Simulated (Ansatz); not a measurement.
# SiH2O (oxosilane): where methods fail along a bond

SiH2O has 4 atoms, charge 0, and is taken as a singlet. As SMILES, `O=[SiH2]`. Geometry: relaxed at PBE0-D4/def2-TZVP.

```xyz
4

O    -0.2832    0.4135    1.4695
Si   -0.0067    0.0098    0.0349
H     0.4399   -1.3460   -0.3762
H    -0.1500    0.9227   -1.1283
```

The O1–Si2 distance is scanned; the parts on either side stay rigid. Basis STO-3G, 6 core orbitals frozen in the correlated methods; program Ansatz 0.2.0. FCI is exact within this basis and core. Energies in eV from each method's value at 1.516 Å; methods without a U are spin-restricted. The shape above is that at 1.516 Å.

```tsv
distance (Å)	PBE	revPBE	r2SCAN	PBE0	CAM-B3LYP	B2PLYP	BCCD(T)	FCI
1.516	0.00	0.00	0.00	0.00	0.00	0.00	0.00	0.00
1.895	1.38	1.32	1.64	1.76	1.88	1.51	1.19	1.12
3.032	7.84	7.63	8.18	7.91	7.78	7.51	6.52	4.59
3.789	8.97	8.70	8.98	8.46	8.27	7.87	6.57	4.69
```

Departure from the FCI curve at its largest: PBE +4.28 eV at 3.79 Å; revPBE +4.01 eV at 3.79 Å; r2SCAN +4.28 eV at 3.79 Å; PBE0 +3.77 eV at 3.79 Å; CAM-B3LYP +3.58 eV at 3.79 Å; B2PLYP +3.18 eV at 3.79 Å; BCCD(T) +1.93 eV at 3.03 Å. Restricted functionals keep the electrons paired too, and rise too high.
